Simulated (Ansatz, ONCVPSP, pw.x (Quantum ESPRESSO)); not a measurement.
**From atom to crystal: ONCV potential for Ge**

- Element: germanium (Ge)
- Generator: ONCVPSP 4.0.1.1 (patched build)
- Type: optimised norm-conserving Vanderbilt (ONCV)
- Functional: LDA (Perdew-Wang 92)
- Relativity: scalar-relativistic
- Frozen core: [Ar] 3d10
- Valence charge: 4
- Reference configuration: 4s2 4p2
- Partial waves: 4s: rc 1.80 bohr, ncon 4, nbas 7, qcut 3.1 1/bohr, 2 projectors, debl 2.9 Ha; 4p: rc 2.25 bohr, ncon 5, nbas 9, qcut 3.4 1/bohr, 2 projectors, debl 3.6 Ha; d scattering state at 0.12 Ha: rc 2.05 bohr, ncon 3, nbas 7, qcut 5 1/bohr, 2 projectors, debl 1.7 Ha
- Local potential: polynomial inside 1.45 bohr (lpopt 5, dvloc0 0 Ha)
- Core correction: none

Atomic tests: cutoffs needed: 28 Ha and 37 Ha (the cutoffs (Ha) at which the residual kinetic energy of the hardest occupied pseudo-wave falls to 1 and 0.1 mHa per electron) The cutoffs count occupied waves only; projector 2 of the d channel, the hardest unoccupied one, needs 93 Ha at the loose tolerance.; ghost test: no bound ghost flagged; GHOST(+) flagged for s at 122.4 eV, d at 362.0 eV; largest excitation error: +235 meV (all-electron minus pseudo) for 4s1 4p0, out of 4 test configurations.

Crystal test: sc Ge in pw.x 7.5, no spin, 12³ k-points, Fermi–Dirac smearing 0.01 Ry, cutoffs 85/340 Ry. The lattice is a test structure that the element need not adopt, and mesh and smearing are coarse.

pw.x input:

```
&control
  calculation='scf', prefix='x', pseudo_dir='./', outdir='./tmp', tstress=.true., disk_io='none'
/
&system
  ibrav=0, nat=1, ntyp=1, ecutwfc=85, ecutrho=340, nbnd=9,
  occupations='smearing', smearing='fd', degauss=0.01
/
&electrons
  conv_thr=1e-09, mixing_beta=0.4, electron_maxstep=70
/
ATOMIC_SPECIES
Ge 1.0 Ge.UPF
CELL_PARAMETERS angstrom
  2.65664642 0.00000000 0.00000000
  0.00000000 2.65664642 0.00000000
  0.00000000 0.00000000 2.65664642
ATOMIC_POSITIONS crystal
Ge 0.0000 0.0000 0.0000
K_POINTS automatic
12 12 12 0 0 0
```

```bash
pw.x < Ge.scf.in > Ge.scf.out
```

How does the run end?

It converges; the pressure is -2.45 GPa against -0.82 GPa from all-electron LAPW. This is a poor potential for the solid. The log shows:

```
     scf convergence threshold =      1.0E-09
     Exchange-correlation= SLA  PW   NOGX NOGC
     number of k points=    84  Fermi-Dirac smearing, width (Ry)=  0.0100
     iteration #  1     ecut=    85.00 Ry     beta= 0.40
     total energy              =      -7.99137434 Ry
     estimated scf accuracy    <       0.00233839 Ry
     iteration #  2     ecut=    85.00 Ry     beta= 0.40
     total energy              =      -7.99141375 Ry
     estimated scf accuracy    <       0.00083882 Ry
     iteration #  3     ecut=    85.00 Ry     beta= 0.40
     total energy              =      -7.99142156 Ry
     estimated scf accuracy    <       0.00000065 Ry
     iteration #  4     ecut=    85.00 Ry     beta= 0.40
     c_bands:  1 eigenvalues not converged
     c_bands:  1 eigenvalues not converged
     c_bands:  1 eigenvalues not converged
     total energy              =      -7.99142771 Ry
     estimated scf accuracy    <       0.00000015 Ry
     iteration #  5     ecut=    85.00 Ry     beta= 0.40
     c_bands:  1 eigenvalues not converged
     total energy              =      -7.99142772 Ry
     estimated scf accuracy    <          7.1E-09 Ry
     iteration #  6     ecut=    85.00 Ry     beta= 0.40
     total energy              =      -7.99142772 Ry
     estimated scf accuracy    <          2.8E-09 Ry
     iteration #  7     ecut=    85.00 Ry     beta= 0.40
     the Fermi energy is     7.2025 ev
!    total energy              =      -7.99142772 Ry
     estimated scf accuracy    <          1.8E-10 Ry
     smearing contrib. (-TS)   =      -0.00253059 Ry
     The total energy is F=E-TS. E is the sum of the following terms:
     one-electron contribution =       3.20169408 Ry
     hartree contribution      =       0.17727483 Ry
     xc contribution           =      -2.32528873 Ry
     ewald contribution        =      -9.04257732 Ry
     convergence has been achieved in   7 iterations
          total   stress  (Ry/bohr**3)                   (kbar)     P=      -24.50
     Message from routine punch:
     Nothing written, as per user request (disk_io='none')
```
